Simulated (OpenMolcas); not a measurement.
# SOS-MP2/6-31++G(d,p) (Cholesky decomposition, spherical functions) run of CH3BN− (SMILES [BH3-]C#N)

Aim: the energy change on altering one bond length of CH3BN− at SOS-MP2/6-31++G** (Cholesky decomposition, spherical functions), from 2 runs. 

The calculation is run with OpenMolcas 26.06.

3 further runs of the same task are left out: 1 that didn't finish, 2 set aside as unsound or not needed.

## Step 1: The system as given

CH3BN− has 6 atoms, charge -1, and is taken as a singlet. SMILES: `[BH3-]C#N`. The shape is that of a GFN2-xTB optimisation.

Bond lengths: B1–C2 1.555 Å, C2–N3 1.159 Å, B1–H4 1.224 Å, B1–H5 1.224 Å, B1–H6 1.225 Å. Angles: B1–C2–N3 180.0°, C2–B1–H4 108.7°, C2–B1–H5 108.7°, C2–B1–H6 108.6°, H4–B1–H5 110.3°, H4–B1–H6 110.3°, H5–B1–H6 110.3°.

## Step 2: A single-point energy at SOS-MP2/6-31++G(d,p) (Cholesky decomposition, spherical functions)

calc.inp

```
&GATEWAY
 BASLIB=$CurrDir
 COORD
 6
 angstrom
 B       -0.274220       0.361640      -0.245060
 C        0.552190      -0.729680       0.493070
 N        1.168130      -1.542260       1.043470
 H       -1.344600      -0.122440      -0.588070
 H        0.356920       0.734400      -1.225380
 H       -0.458410       1.298330       0.521960
 BASIS=6-31ppGss
 GROUP=NoSym

&SEWARD
 HIGH

&SCF
 CHARGE=-1
 PRORBITALS=1 1

&MBPT2
 SOSMP2
 FROZEN=3
```

The basis set 6-31++G** is read from a file made from the Basis Set Exchange's data (not shown).

Command:

```bash
export MOLCAS_MEM=1860
pymolcas calc.inp > calc.log
```

What it wrote:

```text
--- Start Module: gateway ---
[...]
--- Stop Module: gateway /rc=_RC_ALL_IS_WELL_ ---
[...]
      Basis functions           72
[...]
--- Start Module: scf ---
[...]
       Convergence after  13 Iterations
[...]
::    Total SCF energy                               -118.7823426798
[...]
      Total spin, S                                     0.0000000000
[...]
      Total electronic charge=   22.000000
      Total            charge=   -1.000000
[...]
      Dipole Moment (debye):
      Origin of the operator (angstrom)=    0.4623   -0.6106    0.4129
                   X=  6.9220E-01               Y= -9.1768E-01               Z=  6.1710E-01           Total=  1.3046E+00
      Center of Charge (angstrom)
[...]
--- Stop Module: scf /rc=_RC_ALL_IS_WELL_ ---
[...]
--- Start Module: mbpt2 ---
[...]
WARNING!
Default frozen orbitals as non valence orbitals is overwritten by user input.
Default values:   3
[...]
::    Total MBPT2 energy                             -119.1701002884
[...]
--- Stop Module: mbpt2 /rc=_RC_ALL_IS_WELL_ ---
[...]
```

Run time: 4.5 s. Hardware: 1 thread of Arm Neoverse V2, shared host; peak memory 0.22 GiB.

## Step 3: The distorted shape, same level

calc.input

```
&GATEWAY
 BASLIB = $CurrDir
 COORD
 6
 angstrom
 B       -0.212605       0.280355      -0.190002
 C        0.613805      -0.810965       0.548128
 N        1.168130      -1.542260       1.043470
 H       -1.282985      -0.203725      -0.533012
 H        0.418535       0.653115      -1.170322
 H       -0.396795       1.217045       0.577018
 BASIS = 6-31ppGss
 GROUP = NoSym

&SEWARD
 HIGH

&SCF
 CHARGE = -1
 PRORBITALS = 1 1

&MBPT2
 SOSMP2
 FROZEN = 3
```

The basis set 6-31++G** is read from a file made from the Basis Set Exchange's data (not shown).

Command:

```bash
export MOLCAS_MEM=1860
pymolcas calc.input > calc.log
```

What it wrote:

```text
--- Start Module: gateway ---
[...]
--- Stop Module: gateway /rc=_RC_ALL_IS_WELL_ ---
[...]
      Basis functions           72
[...]
--- Start Module: scf ---
[...]
       Convergence after  14 Iterations
[...]
::    Total SCF energy                               -118.7475439902
[...]
      Total spin, S                                     0.0000000000
[...]
      Total electronic charge=   22.000000
      Total            charge=   -1.000000
[...]
      Dipole Moment (debye):
      Origin of the operator (angstrom)=    0.5023   -0.6635    0.4487
                   X=  9.1013E-01               Y= -1.2056E+00               Z=  8.1171E-01           Total=  1.7149E+00
      Center of Charge (angstrom)
[...]
--- Stop Module: scf /rc=_RC_ALL_IS_WELL_ ---
[...]
--- Start Module: mbpt2 ---
[...]
WARNING!
Default frozen orbitals as non valence orbitals is overwritten by user input.
Default values:   3
[...]
::    Total MBPT2 energy                             -119.1164105259
[...]
--- Stop Module: mbpt2 /rc=_RC_ALL_IS_WELL_ ---
[...]
```

Wall time 4.5 s (1 thread of Arm Neoverse V2, shared host); peak memory 0.22 GiB.

## Step 4: Summary of results

Level: SOS-MP2/6-31++G** (Cholesky decomposition, spherical functions), 3 core orbitals frozen.

| quantity | value |
| --- | --- |
| first shape: total energy | -119.17010 Eh |
| first shape: HOMO energy (Hartree–Fock orbitals) | -5.91 eV |
| first shape: LUMO energy (Hartree–Fock orbitals) | 5.10 eV |
| first shape: HOMO–LUMO gap (to an unbound level, set by the basis) | 11.01 eV |
| first shape: correlation energy (3 core orbitals frozen) | -387.8 mEh |
| distorted shape: total energy | -119.11641 Eh |
| distorted shape: HOMO energy (Hartree–Fock orbitals) | -6.06 eV |
| distorted shape: LUMO energy (Hartree–Fock orbitals) | 5.08 eV |
| distorted shape: HOMO–LUMO gap (to an unbound level, set by the basis) | 11.14 eV |
| distorted shape: correlation energy (3 core orbitals frozen) | -368.9 mEh |
| energy change with the C2–N3 bond shortened from 1.159 to 1.043 Å | 1.461 eV |

In words: With the C2–N3 bond shortened from 1.159 to 1.043 Å the energy rises by 1.46 eV (141 kJ/mol). The first shape isn't relaxed at this level, so the change isn't measured from a minimum. Mulliken charges (distorted shape) of the mean-field density run from -0.49 on N3 to +0.06 on B1; in a basis this large or diffuse they mean little.
